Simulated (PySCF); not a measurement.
C₅H₇F.
SMILES: `C1CC=C(C1)F`

The closed-shell ground state was solved at several levels (PySCF, density fitting, gas phase, non-relativistic). The structure is a single GFN2-xTB conformer in the gas phase; no vibrational or solvent corrections.

| level | basis functions | HOMO (eV) | LUMO (eV) | gap (eV) | dipole (D) |
| --- | --- | --- | --- | --- | --- |
| PBE0/pcSseg-1 | 137 | -6.87 | 0.84 | 7.71 | 1.72 |
| B3LYP/pcJ-1 | 232 | -6.65 | 0.60 | 7.25 | 1.71 |

Question: What might PBE0/def2-SVPD (179 basis functions) give for the same quantities?

Answer: HOMO -6.90 eV, LUMO 0.71 eV, gap 7.61 eV, dipole 1.82 D.

Question: Over all these levels, which gives the widest orbital gap and which the narrowest?

Answer: PBE0/pcSseg-1 (global hybrid, 25 % exact exchange) has the widest, 7.71 eV, and B3LYP/pcJ-1 (global hybrid, 20 % exact exchange) the narrowest, 7.25 eV. Functional and basis both differ between the two, so the spread mixes both effects.

Question: How far do the dipole and the HOMO energy spread over the levels?

Answer: The dipole runs from 1.71 to 1.82 D (mean 1.75 D) and the HOMO from -6.90 to -6.65 eV.
